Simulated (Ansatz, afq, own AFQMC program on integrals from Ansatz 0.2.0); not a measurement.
## MgF⁻, singlet: AFQMC among the cluster methods

```xyz
2

F     0.0000    0.0000    0.0000
Mg    0.0000    0.0000    2.9650
```

Basis aug-cc-pVDZ. Noble-gas cores (and the filled d shells of Ga–Kr and In–Xe) are frozen. Integrals, coupled cluster, full CI and functionals: Ansatz 0.2.0; the random walks run on the same integrals in our own AFQMC program. The CISD trial takes its coefficients from CCSD amplitudes. Released means that phaseless walkers are propagated on without the constraint, phases kept. ± is one standard error of the sampling.

Determinant: RHF, the one that the program's search chose, which needn't be the lowest solution. The geometry is a point of a scan.

No full CI on the walks' own integrals is used here; CCSDT(Q) serves as the reference and is uncertain by about the last step of the cluster series.

Cautions: higher spins were not checked; raised T1 diagnostic (T1 0.025, weight of the determinant 0.87, largest double 0.12).

The T1 diagnostic is 0.0249, the weight of the determinant in the CISD state is 0.872 and the size of the correlated space is 10 electrons in 44 orbitals.

```tsv
level	correlation energy (eV)
MP2	-7.0864
CCSD	-7.2924
CCSD(T)	-7.4796
```

(1) Estimate where phaseless AFQMC with a CISD trial lies against CCSD(T) on the same integrals.

(1) 4.3 ± 3.0 kJ/mol below CCSD(T). The gap is under twice the noise, so this walk alone can't tell the two apart.

Reference: CCSDT(Q), correlation energy -7.509 eV. The released energy is read at 2.40 1/Eh (meV from the phaseless value at times in 1/Eh: 1 ± 26 at 0.24, 28 ± 27 at 0.51, -1 ± 26 at 0.99, 37 ± 35 at 1.62, 44 ± 59 at 2.40).

```json
{"level": "CCSD(T)", "E − E(reference) (kJ/mol)": "2.8", "share of correlation (%)": "99.61"}
{"level": "CCSDT", "E − E(reference) (kJ/mol)": "1.6", "share of correlation (%)": "99.78"}
{"level": "ph-AFQMC/CISD", "E − E(reference) (kJ/mol)": "-1.5 ± 3.0", "share of correlation (%)": "100.21"}
{"level": "released AFQMC", "E − E(reference) (kJ/mol)": "2.7 ± 5.7", "share of correlation (%)": "99.63"}
```

A walk keeps the symmetry of its determinant, which the program's search chose and which needn't be the lowest solution, so a lower state of the same spin and another symmetry isn't excluded. Released energies are given only where the last usable release times agree within the noise; a slower fall can still hide under it.
